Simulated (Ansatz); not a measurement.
Energy profile

The step: SiH₄O ([OH][SiH3]) + SiH₄ → Si₂H₆ ([SiH3][SiH3]) + H₂O; bonds formed: Si1–Si7, O2–H6; bonds broken: Si1–O2, H6–Si7 (atoms numbered as in the saddle structure below).

Si1  (-0.161, 0.763, -0.981)
O2  (0.015, 1.532, 0.687)
H3  (1.065, 0.216, -1.608)
H4  (-1.434, 0.111, -1.368)
H5  (-0.276, 2.146, -1.558)
H6  (0.241, 0.584, 1.094)
Si7  (-0.002, -1.471, 0.654)
H8  (0.622, 2.279, 0.821)
H9  (1.098, -1.970, 1.546)
H10  (0.112, -2.289, -0.594)
H11  (-1.278, -1.903, 1.307)
(Å)

Electronic energies by CCSD(T) at an estimated basis limit (MP2 extrapolated from triple and quadruple zeta, plus CCSD(T) − MP2 in triple zeta), on PBE0-D4/def2-TZVP structures; Si$_{2}$H$_{8}$O, closed shell; no counterpoise correction. Program: Ansatz 0.2.0. Basis: def2-TZVPP and def2-QZVPP. Cores are frozen in the correlated methods. Extrapolation: Hartree–Fock as exp(−7.88 √X), correlation as X^−2.97.

Question: Give the profile in eV, counted from the separated reactants. (To be estimated.)

Answer: The calculation gives:
```
                                                                                                                            point      eV
      separated: SiH$_{4}$O (linked as [OH][SiH3]; Si1, O2, H3, H4, H5, H8; singlet) + SiH$_{4}$ (H6, Si7, H9, H10, H11; singlet)   0.000
                                                                                                                  start structure  -0.043
                                                                                                                           saddle   2.669
                                                                                                                    end structure   0.739
separated: Si$_{2}$H$_{6}$ (linked as [SiH3][SiH3]; Si1, H3, H4, H5, Si7, H9, H10, H11; singlet) + H$_{2}$O (O2, H6, H8; singlet)   0.829
```

The T1 diagnostic stays at or below 0.014.

For scale, one of the runs: CCSD(T)/def2-TZVPP, 227 basis functions, launched by `ansatz run in.yaml --threads 4 --pin off --events-out ev --progress --plain --max-ram 9574MiB`. Hardware: 4 CPU threads of an Intel Xeon, shared host. Wall time 68 s; peak host memory 3.5 GiB.
